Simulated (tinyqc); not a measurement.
Extended Hueckel theory, for SiH4, step by step. Computed by tinyqc, a small Python program that keeps every step (integrals from PySCF). Settings: charge = 0, K = 2.0, multiplicity = 1. Command: `OMP_NUM_THREADS=1 python tinyqc.py 29658 29659 out.jsonl` (the two numbers bound the seeds that draw the settings). One thread of a shared host (Intel(R) Xeon(R) Processor @ 2.60GHz), about 0.01 s of CPU time with the checks.

## Overlaps

Geometry (angstrom):
```
atom          x          y          z
Si     0.000000   0.000000   0.000000
H      0.844000   0.844000   0.844000
H      0.844000  -0.844000  -0.844000
H     -0.844000   0.844000  -0.844000
H     -0.844000  -0.844000   0.844000
```

Parameters chosen for this run:
```
element  shell  Slater exponent   H_ii (eV)
Si          3s         1.383000  -17.300000
Si          3p         1.383000   -9.200000
H           1s         1.300000  -13.600000
```

Slater orbitals, each expanded in six Gaussians scaled to its exponent.

overlap S:
```
           1Si 3s    1Si 3px    1Si 3py    1Si 3pz     2H 1s      3H 1s      4H 1s      5H 1s
1Si 3s   1.000000   0.000000   0.000000   0.000000  0.419567   0.419567   0.419567   0.419567
1Si 3px  0.000000   1.000000   0.000000   0.000000  0.303633   0.303633  -0.303633  -0.303633
1Si 3py  0.000000   0.000000   1.000000   0.000000  0.303633  -0.303633   0.303633  -0.303633
1Si 3pz  0.000000   0.000000   0.000000   1.000000  0.303633  -0.303633  -0.303633   0.303633
2H 1s    0.419567   0.303633   0.303633   0.303633  1.000000   0.052026   0.052026   0.052026
3H 1s    0.419567   0.303633  -0.303633  -0.303633  0.052026   1.000000   0.052026   0.052026
4H 1s    0.419567  -0.303633   0.303633  -0.303633  0.052026   0.052026   1.000000   0.052026
5H 1s    0.419567  -0.303633  -0.303633   0.303633  0.052026   0.052026   0.052026   1.000000
```

## Wolfsberg-Helmholz matrix

diagonal H_ii (eV): 1Si 3s -17.300000, 1Si 3px -9.200000, 1Si 3py -9.200000, 1Si 3pz -9.200000, 2H 1s -13.600000, 3H 1s -13.600000, 4H 1s -13.600000, 5H 1s -13.600000

K = 2.000000

H_ij = K' S_ij (H_ii + H_jj)/2 for i != j (the diagonal keeps H_ii), with K' = 2.

H (eV):
```
             1Si 3s    1Si 3px    1Si 3py    1Si 3pz       2H 1s       3H 1s       4H 1s       5H 1s
1Si 3s   -17.300000   0.000000   0.000000   0.000000  -12.964619  -12.964619  -12.964619  -12.964619
1Si 3px    0.000000  -9.200000   0.000000   0.000000   -6.922824   -6.922824    6.922824    6.922824
1Si 3py    0.000000   0.000000  -9.200000   0.000000   -6.922824    6.922824   -6.922824    6.922824
1Si 3pz    0.000000   0.000000   0.000000  -9.200000   -6.922824    6.922824    6.922824   -6.922824
2H 1s    -12.964619  -6.922824  -6.922824  -6.922824  -13.600000   -1.415102   -1.415102   -1.415102
3H 1s    -12.964619  -6.922824   6.922824   6.922824   -1.415102  -13.600000   -1.415102   -1.415102
4H 1s    -12.964619   6.922824  -6.922824   6.922824   -1.415102   -1.415102  -13.600000   -1.415102
5H 1s    -12.964619   6.922824   6.922824  -6.922824   -1.415102   -1.415102   -1.415102  -13.600000
```

## Orbitals

valence electrons = 8

Solve H C = S C e through S^(-1/2); fill by pairs from the bottom, a degenerate level sharing its electrons equally; each orbital has its largest coefficient positive (the first on a tie).

orbital energies (eV): -22.776248  -15.774317  -15.774317  -15.774317  8.712375  8.712375  8.712375  35.324075

occupations: 2.000000  2.000000  2.000000  2.000000  0.000000  0.000000  0.000000  0.000000

coefficients:
```
              MO1        MO2        MO3        MO4        MO5        MO6        MO7        MO8
1Si 3s   0.568487   0.000000   0.000000   0.000000   0.000000   0.000000   0.000000   1.494959
1Si 3px  0.000000   0.301066   0.322071  -0.029126   0.392844   1.127849   0.122873   0.000000
1Si 3py  0.000000  -0.112927   0.141995   0.402869   1.083505  -0.334417  -0.394524   0.000000
1Si 3pz  0.000000  -0.303027   0.267070  -0.179073   0.336389  -0.239978   1.127263   0.000000
2H 1s    0.228342  -0.088518   0.563316   0.149987  -0.848396  -0.259027  -0.400442  -0.707842
3H 1s    0.228342   0.552441  -0.067027  -0.194868   0.480679  -0.796683   0.285429  -0.707842
4H 1s    0.228342  -0.085496  -0.344511   0.470807  -0.165806   0.572054   0.769732  -0.707842
5H 1s    0.228342  -0.378427  -0.151779  -0.425926   0.533523   0.483656  -0.654718  -0.707842
```

sum of one-electron energies = -140.198397 eV

Within a degenerate level the vectors are fixed only up to a rotation; this is one choice.

## Mulliken analysis

P = C n C^T; charge = valence electrons (Si 4, H 1) minus the sum of (P S)_ii on the atom; overlap population = 2 sum P_ij S_ij between two atoms.

charges: 1Si 0.650556, 2H -0.162639, 3H -0.162639, 4H -0.162639, 5H -0.162639

Overlap populations:
```
pair      value
2-1    0.765887
3-1    0.765887
3-2   -0.013266
4-1    0.765887
4-2   -0.013266
4-3   -0.013266
5-1    0.765887
5-2   -0.013266
5-3   -0.013266
5-4   -0.013266
```
